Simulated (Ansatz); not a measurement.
The input, for Ansatz 0.2.0:

```yaml
crystal:
  periodic: [false, false, false]
  atoms:
    - {symbol: O, position_ang: [0.000000, 0.000000, 0.000000]}
    - {symbol: H, position_ang: [0.000000, 0.000000, 1.427000]}
basis:
  gaussian: {orbitals: aug-cc-pVDZ}
total_charge: 1
correlation: {method: sc_nevpt2, electrons: outside_noble_gas, active_space: {window: {electrons: 6, orbitals: 5}, shells: [{species: H, l: s, shell: 1}, {species: O, l: s, shell: 2}, {species: O, l: p, shell: 2}]}}
```

```sh
$ ansatz run in.yaml --threads 1 --pin off --events-out ev --progress --plain --max-ram 2393MiB
```

Output:

```
487 factors; integrals over basis functions are off by at most 1.8e-7 eV
mean field evaluation 1: about -2034.0947 eV, gradient 2.2e1 eV
mean field evaluation 2: about -2034.0945 eV, gradient 2.2e1 eV
mean field evaluation 4: about -2035.2362 eV, gradient 9.9e-1 eV
mean field evaluation 8: about -2035.2417 eV, gradient 4.0e-4 eV
mean field evaluation 16: about -2035.2417 eV, gradient 4.7e-5 eV
mean field -2035.24167611 eV, -74.7937520608 hartree, gradient 3.0e-6 eV, S^2 0.000000; 2 other end points of the search recorded, 0 dependent functions left out; unrestricted orbitals would lower it
reference -2035.24167611 eV, -74.7937520608 hartree; 4, 4 occupied and 28, 28 virtual orbitals, 487 factors
state -2037.25320724 eV, -74.8676744663 hartree
state -2037.25320724 eV, -74.8676744663 hartree; corrected -2039.99801843 eV, -74.9685444171 hartree
Total energy: -2039.99801843 eV, -74.9685444171 hartree
Checks for a lower state left out: starts, orbital_swaps
```

For the same geometry and basis full CI lies 540.7 meV lower.

Ran on 1 thread of Arm Neoverse V1, shared host: 0.27 s wall, 0.15 GiB peak host memory.
